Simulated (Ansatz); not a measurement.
# SiCl (SMILES [Si]Cl): UHSE06/aug-cc-pVTZ

What is the energy change on altering one bond length of SiCl at UHSE06/aug-cc-pVTZ? 

The results are computed with Ansatz 0.2.0.

40 further runs of the same task are left out: 40 set aside as unsound or not needed.

## (1) Starting point

SiCl has 2 atoms, charge 0, and is taken as a doublet. SMILES: `[Si]Cl`. The shape is that of a PBE0-D4/def2-TZVP optimisation.

Bond lengths: Si1–Cl2 2.067 Å.

## (2) A single-point energy at UHSE06/aug-cc-pVTZ

Contents of job.yaml:

```yaml
crystal:
  periodic: [false, false, false]
  atoms:
    - {symbol: Si, position_ang: [0.881810, -0.293660, 0.452120]}
    - {symbol: Cl, position_ang: [-0.881810, 0.293660, -0.452120]}
basis:
  gaussian:
    orbitals: aug-cc-pVTZ
magnetization:
  spin_polarized: true
  initial_magnetization: 1
hamiltonian:
  xc: {name: HSE06}
accuracy: high
output: {orbitals: {seedname: orbitals}}
```

Launch:

```sh
ansatz run job.yaml --threads 1 --pin off --max-ram 3480MiB --events-out events.jsonl --progress --plain --runs-dir runs
```

Output:

```text
Warning: RAYON_NUM_THREADS=1 ignored (pool sized by the plan → 1); use --threads N
Functional definition: HSE06
  name "HSE06"
  parameter a = 0.25
  parameter omega = 0.11/bohr
  exchange = pbe_x - a*pbe_x_sr(omega) + a*exact_x_sr(omega)
  correlation = pbe_c
1299 factors; integrals over basis functions are off by at most 3.8e-9 eV
121 factors; integrals over basis functions are off by at most 1.6e-9 eV
mean field evaluation 1: about -20391.9742 eV, gradient 8.1e0 eV
mean field evaluation 2: about -20391.8945 eV, gradient 9.5e0 eV
mean field evaluation 4: about -20392.3714 eV, gradient 6.7e-1 eV
mean field evaluation 8: about -20392.4330 eV, gradient 1.6e-2 eV
mean field evaluation 16: about -20392.4330 eV, gradient 1.6e-5 eV
mean field evaluation 32: about -20392.4330 eV, gradient 6.3e-5 eV
mean field -20392.43298596 eV, -749.4080897465 hartree, gradient 5.2e-8 eV, S^2 0.757543; 1 other end points of the search recorded, 0 dependent functions left out
reference -20392.43299086 eV, -749.4080899264 hartree; 16, 15 occupied and 84, 85 virtual orbitals, 1299 factors
Total energy: -20392.43299086 eV, -749.4080899264 hartree
```

Wall time 14 s (1 thread of Intel Xeon 6975P-C (Granite Rapids), shared host); peak memory 0.32 GiB.

## (3) The distorted shape at the same level

Contents of job.yaml:

```yaml
crystal:
  periodic: [false, false, false]
  atoms:
    - {symbol: Si, position_ang: [2.292705, -0.763516, 1.175512]}
    - {symbol: Cl, position_ang: [-0.881810, 0.293660, -0.452120]}
basis:
  gaussian:
    orbitals: aug-cc-pVTZ
magnetization:
  spin_polarized: true
  initial_magnetization: 1
hamiltonian:
  xc: hse06
accuracy: high
output:
  orbitals: {seedname: orbitals}
```

Launch:

```sh
ansatz run job.yaml --threads 1 --pin off --max-ram 3480MiB --events-out events.jsonl --progress --plain --runs-dir runs
```

Output, shortened:

```text
Warning: RAYON_NUM_THREADS=1 ignored (pool sized by the plan → 1); use --threads N
Functional definition: HSE06
  name "HSE06"
[...]
1266 factors; integrals over basis functions are off by at most 3.7e-9 eV
135 factors; integrals over basis functions are off by at most 1.0e-9 eV
[...]
mean field -20388.92329893 eV, -749.2791111270 hartree, gradient 9.1e-8 eV, S^2 1.159445; 17 other end points of the search recorded, 0 dependent functions left out
reference -20388.92330291 eV, -749.2791112734 hartree; 16, 15 occupied and 84, 85 virtual orbitals, 1266 factors
Total energy: -20388.92330291 eV, -749.2791112734 hartree
```

Run time: 53 s. Hardware: 1 thread of Intel Xeon 6975P-C (Granite Rapids), shared host; peak memory 0.4 GiB.

## (4) Summary of results

Level: UHSE06/aug-cc-pVTZ.

| quantity | value |
| --- | --- |
| first shape: total energy | -749.40809 Eh |
| first shape: HOMO energy (highest over α and β) | -4.84 eV |
| first shape: LUMO energy (lowest over α and β) | -3.47 eV |
| first shape: ⟨S²⟩ | 0.758 |
| distorted shape: total energy | -749.27911 Eh |
| distorted shape: HOMO energy (highest over α and β) | -6.70 eV |
| distorted shape: LUMO energy (lowest over α and β) | -5.24 eV |
| distorted shape: ⟨S²⟩ | 1.159 |
| energy change with the Si1–Cl2 bond stretched from 2.067 to 3.721 Å | 3.510 eV |

What this shows: With the Si1–Cl2 bond stretched from 2.067 to 3.721 Å the energy rises by 3.51 eV (339 kJ/mol). The first shape isn't relaxed at this level, so the change isn't measured from a minimum. ⟨S²⟩ (distorted shape) is 1.16 where a pure doublet has 0.75: the reference is spin-contaminated.
